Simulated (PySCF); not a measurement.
Molecule: Diacetylene (C#CC#C, C4H2).

Atom-mapped SMILES (the numbers label the heavy atoms): `[CH:1]#[C:2][C:3]#[CH:4]` (H(Xn): hydrogen on atom n).

Spin–spin couplings on one PBE0-D3(BJ)/def2-SVP geometry, PySCF 2.14.0 with density-fitted response routines, gas phase, non-relativistic, equivalent pairs averaged; isotopes ¹³C; functional B3LYP.

Reference values (Hz): ¹J(C1,C2) = 190.3 (measured; solution (compiled); Pretsch, Buehlmann, Badertscher, Structure Determination of Organic Compounds, 4th ed., Springer 2009); ¹J(C2,C3) = 153.4 (measured; solution (compiled); Pretsch, Buehlmann, Badertscher, Structure Determination of Organic Compounds, 4th ed., Springer 2009).

How do the couplings (Hz) change with the basis set? Times are CPU seconds on 1 thread of an Arm Neoverse V1, shared host. Far from the basis limit: 6-31G-J, pcJ-0, 6-31G*, def2-TZVP, cc-pVTZ.

## Answers


```
    basis set  functions  ¹J(C1,C2)  ¹J(C2,C3)  mean abs. error  core-s
      6-31G-J         56      230.5      180.8             33.8     2.6
        pcJ-0         58      192.6      147.7              4.0     2.6
       6-31G*         60      209.1      169.7             17.6     3.4
        pcJ-1        128      231.4      176.8             32.2     5.8
    def2-TZVP        136      229.2      179.8             32.7     8.2
      cc-pVTZ        148      301.2      192.8             75.1     8.7
aug-cc-pVTZ-J        224      227.2      175.6             29.5      14
        pcJ-2        252      224.9      172.5             26.9      16
```

Errors compare magnitudes, without vibrational corrections, and the largest couplings weigh most in the mean. Closest: pcJ-0; furthest: cc-pVTZ.

The Fermi-contact term samples the wavefunction at the nucleus, which is why sets with added tight s functions (names with J) are made for couplings. Agreement of an ordinary basis with the reference is then largely a cancellation of errors.
